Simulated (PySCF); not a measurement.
# BrN₂F, a complex of two parts: interaction energy

The task here is to estimate one member of a computed series from the others.

Computed with PySCF 2.14.0; each step states its level. No surroundings beyond the atoms listed, unless a continuum is named. Atoms count from 0, parts from 1.

## The system as given

4 atoms, charge 0, multiplicity 1; geometry: GFN2-xTB. Parts: 1 = atoms 0–1, `FBr`, charge 0; 2 = atoms 2–3, `N#N`, charge 0.

The first run:

Job settings and geometry (Å):

```
{"job": {"xc": "PBE0", "basis": "def2-TZVPD", "d3": "d3bj", "grid": 3, "kind": "geom", "shake": 0.01}, "charge": 0, "multiplicity": 1, "parts": [{"atoms": "0-1", "charge": 0, "multiplicity": 1}, {"atoms": "2-3", "charge": 0, "multiplicity": 1}]}
Br     0.935536     0.212886    -0.063820
F     -0.863748    -0.061977     0.020214
N      0.710185    -3.104390     0.547653
N      0.179557    -3.368976     1.442971
```

The run is started by

```console
$ OMP_NUM_THREADS=1 python cluster_run.py task.json out
```

One launch serves the whole session: the jobs run in the order shown.

Steps of the session up to this table: Geometry optimisation at PBE0-D3(BJ)/def2-TZVPD; Coupled-cluster interaction energy: CCSD(T) and MP2, 3.88 Å; Coupled-cluster interaction energy: CCSD(T) and MP2, 4.07 Å; Coupled-cluster interaction energy: CCSD(T) and MP2, 4.26 Å; Coupled-cluster interaction energy: CCSD(T) and MP2, 3.68 Å; Coupled-cluster interaction energy: CCSD(T) and MP2, 4.85 Å; Coupled-cluster interaction energy: CCSD(T) and MP2, 3.49 Å; Coupled-cluster interaction energy: CCSD(T) and MP2, 5.82 Å; Coupled-cluster interaction energy: CCSD(T) and MP2, 7.75 Å.

One table of the session follows, with a row left open; its other results are not shown here.

It belongs to the step «Coupled-cluster interaction energy: CCSD(T) and MP2, 7.75 Å». 

```
                 method  interaction energy (kcal/mol)
         HF/aug-cc-pVDZ                         -0.005
        MP2/aug-cc-pVDZ                         -0.016
       CCSD/aug-cc-pVDZ                              ?
    CCSD(T)/aug-cc-pVDZ                         -0.014
         HF/aug-cc-pVQZ                         -0.005
        MP2/aug-cc-pVQZ                         -0.017
    SCS-MP2/aug-cc-pVQZ                         -0.014
      MP2, extrapolated                         -0.017
CCSD(T), limit estimate                         -0.015
```

**Question.** Estimate the row for CCSD/aug-cc-pVDZ.

The run gave: interaction energy (kcal/mol): -0.013. In the column «interaction energy (kcal/mol)» it lies between SCS-MP2/aug-cc-pVQZ (-0.014) and HF/aug-cc-pVDZ (-0.005).
